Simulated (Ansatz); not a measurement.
**Be2− (sextet): the correlation ladder, aug-cc-pVDZ**

How much of the correlation energy of Be2− (sextet) does each wave-function method recover here?

Computed with Ansatz 0.2.0, Gaussian basis. Level: aug-cc-pVDZ, core rule «outside noble gas», up to 2 orbitals frozen.

Plan: UHF; CCSD(T) on ROHF; CCSD(T) on UHF; BCCD(T) on ROHF; CISD; CCSDT(Q) on ROHF; CCSDT(Q) on UHF; CASSCF and MRCISD+Q, 5 electrons in 8 orbitals; CASSCF and NEVPT2, 5 electrons in 8 orbitals.

18 further runs of the same task are left out: 2 for a mislabelled method, 6 that didn't finish, 10 set aside as unsound or not needed.

### Step 1. The geometry

The geometry is a PBE0/def2-TZVPD stationary point (not a proven minimum) of the parent state, kept for this charge and spin.

2 atoms, charge -1, spin multiplicity 6.

Atoms are counted from 1 here; the program's logs count them from 0.

No contacts short enough for the rule that draws bonds.

Geometry (Å):

```xyz
2
Be2
Be    0.0000    0.0000    0.0000
Be    0.0000    0.0000    2.0244
```

### Step 2. UHF

in.yaml

```yaml
crystal:
  periodic: [false, false, false]
  atoms:
    - {symbol: Be, position_ang: [0.000000, 0.000000, 0.000000]}
    - {symbol: Be, position_ang: [0.000000, 0.000000, 2.024400]}
basis:
  gaussian: {orbitals: aug-cc-pVDZ}
total_charge: -1
magnetization: {spin_polarized: true, initial_magnetization: 5}
hamiltonian: {xc: hf}
output: {orbitals: {seedname: orbitals}}
```

Run with:

```bash
$ ansatz run in.yaml --threads 1 --pin off --events-out ev --progress --plain --max-ram 2393MiB
```

Further steps of the session: CCSD(T) on ROHF; CCSD(T) on UHF; BCCD(T) on ROHF; CISD; CCSDT(Q) on ROHF; CCSDT(Q) on UHF; CASSCF and MRCISD+Q, 5 electrons in 8 orbitals; CASSCF and NEVPT2, 5 electrons in 8 orbitals.

Before running them: what should the planned runs give, taken together? Wanted: UCCSDT(Q) below the RHF energy; RMP2 from UCCSDT(Q); UMP2 from UCCSDT(Q); RCCSD from UCCSDT(Q); RCCSD(T) from UCCSDT(Q); UCCSD(T) from UCCSDT(Q); RCCSDT(Q) from UCCSDT(Q); NEVPT2 valence from UCCSDT(Q); MRCISD+Q valence from UCCSDT(Q).

The runs gave:

```
                         quantity                                                                                     value
   UCCSDT(Q) below the RHF energy                                                                                -1.0706 eV
              RMP2 from UCCSDT(Q)                                                                              +35.1 kJ/mol
              UMP2 from UCCSDT(Q)                                                                              +35.1 kJ/mol
             RCCSD from UCCSDT(Q)                                                                               +4.5 kJ/mol
          RCCSD(T) from UCCSDT(Q)                                                                               +1.5 kJ/mol
          UCCSD(T) from UCCSDT(Q)                                                                               +1.5 kJ/mol
         RCCSDT(Q) from UCCSDT(Q)                                                                                0.0 kJ/mol
    NEVPT2 valence from UCCSDT(Q)                                                                              +29.1 kJ/mol
  MRCISD+Q valence from UCCSDT(Q)                                                                               -0.5 kJ/mol
levels within 1 kcal/mol (43 meV)  RCCSD(T), UCCSD(T), BCCD(T), RCCSDT, UCCSDT, RCCSDT(Q), MRCISD valence, MRCISD+Q valence
                    T1 diagnostic                                                                                     0.017
   effectively unpaired electrons                                                                                      5.00
```

**Reading.** RCCSD(T) lands +1.5 kJ/mol from the yardstick (1.4 % of the correlation energy). One determinant dominates. Of the multireference levels listed MRCISD+Q valence comes nearest in total energy (-0.5 kJ/mol), which doesn't show that its space is the better one. These misses are within one basis, not against nature; the frozen cores of restricted and unrestricted runs differ, which can shift their rows.
